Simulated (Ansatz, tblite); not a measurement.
# The cluster Cd2O2+: one state, many levels

The task here is to estimate one member of a computed series from the others.

Computed with Ansatz 0.2.0, Gaussian basis. Level: as each input shows.

Plan: GFN1-xTB, GFN2-xTB, PBE-D4/def2-TZVP, r2SCAN-D4/def2-TZVP, BLYP-D4/def2-TZVP, HF/def2-TZVP, BHLYP-D4/def2-TZVP, ωB97X-V/def2-TZVP, LDA/def2-TZVP, LC-ωPBE(0.10)/def2-TZVP, LC-ωPBE(0.15)/def2-TZVP, LC-ωPBE(0.20)/def2-TZVP, LC-ωPBE(0.30)/def2-TZVP, PBE-D4/def2-SVP, PBE0-D4/def2-SVP, CCSD(T)/def2-SVP, MP2/def2-TZVP, RPA/def2-TZVP.

3 further runs of the same task are left out: 3 set aside as unsound or not needed. Runs told in other sessions of the task aren't counted.

## The structure

The doublet was relaxed beforehand with r2SCAN-D4/def2-TZVP. At that level it is the lowest of the isomers that a small search found.

4 atoms, charge 1, spin multiplicity 2.

Bond lengths: Cd1–Cd2 2.814 Å, O3–O4 1.222 Å.

Cd takes a core potential in the def2 sets. No spin-orbit coupling is included. The ion is computed in the gas phase, without counter-ions or solvent.

PBE0-D4/def2-TZVP was run before; its log isn't repeated, and its numbers join the tables.

The first run:

Tight binding, by tblite at 300 K electronic temperature and without a spin-polarisation term:

```python
tblite.interface.Calculator('GFN1-xTB', numbers, positions, charge=1, uhf=1).singlepoint()
```

Tight binding, by tblite at 300 K electronic temperature and without a spin-polarisation term:

```python
tblite.interface.Calculator('GFN2-xTB', numbers, positions, charge=1, uhf=1).singlepoint()
```

start.molden holds the orbitals of an earlier run on this state, given as this run's starting guess.

File in.yaml:

```yaml
crystal:
  periodic: [false, false, false]
  atoms:
    - {symbol: Cd, position_ang: [-1.437600, -1.236356, 0.058299]}
    - {symbol: Cd, position_ang: [-1.083363, 1.555202, 0.076109]}
    - {symbol: O, position_ang: [1.183608, -0.765339, -0.070569]}
    - {symbol: O, position_ang: [1.337355, 0.446503, -0.063829]}
basis:
  gaussian: {orbitals: def2-TZVP, initial_orbitals: start.molden}
total_charge: 1
magnetization: {spin_polarized: true, initial_magnetization: 1}
hamiltonian: {xc: pbe, dispersion: d4}
scf: {omitted_lower_state_checks: [starts]}
output: {orbitals: {seedname: orbitals}}
```

Command:

```bash
> ansatz run in.yaml --threads 4 --pin off --events-out ev --progress --plain --max-ram 3916MiB
```

Among the steps run: PBE-D4/def2-TZVP; r2SCAN-D4/def2-TZVP; BLYP-D4/def2-TZVP; HF/def2-TZVP; BHLYP-D4/def2-TZVP; ωB97X-V/def2-TZVP; LDA/def2-TZVP; LC-ωPBE(0.10)/def2-TZVP; LC-ωPBE(0.15)/def2-TZVP; LC-ωPBE(0.20)/def2-TZVP; LC-ωPBE(0.30)/def2-TZVP; PBE-D4/def2-SVP; PBE0-D4/def2-SVP; CCSD(T)/def2-SVP; MP2/def2-TZVP; RPA/def2-TZVP.

One table of the session follows, with a row left open; its other results are not shown here.

```
                  level  HOMO (eV)  LUMO (eV)  gap (eV)
           HF/def2-TZVP     -12.21      -4.99      7.22
          LDA/def2-TZVP     -11.11     -10.07      1.04
        PBE-D4/def2-SVP     -10.69      -9.65      1.04
       PBE-D4/def2-TZVP     -10.73      -9.68      1.05
      BLYP-D4/def2-TZVP     -10.72      -9.75      0.98
    r2SCAN-D4/def2-TZVP     -10.82      -9.38      1.44
       PBE0-D4/def2-SVP          ?          ?         ?
      PBE0-D4/def2-TZVP     -11.19      -8.77      2.42
     BHLYP-D4/def2-TZVP     -11.67      -7.98      3.69
      ωB97X-V/def2-TZVP     -12.77      -6.84      5.93
LC-ωPBE(0.10)/def2-TZVP     -12.12      -8.37      3.75
LC-ωPBE(0.15)/def2-TZVP     -12.50      -7.88      4.62
LC-ωPBE(0.20)/def2-TZVP     -12.74      -7.47      5.27
LC-ωPBE(0.30)/def2-TZVP     -12.98      -6.85      6.13
```

Q: Estimate the row for PBE0-D4/def2-SVP from the others.

As computed: HOMO (eV): -11.18; LUMO (eV): -8.77; gap (eV): 2.41. In the column «HOMO (eV)» it lies between PBE0-D4/def2-TZVP (-11.19) and LDA/def2-TZVP (-11.11).

Caveats from the session: Doubts: state flagged by the program, spin contamination. Notes on CCSD(T)/def2-SVP: spin contamination, state flagged by the program.
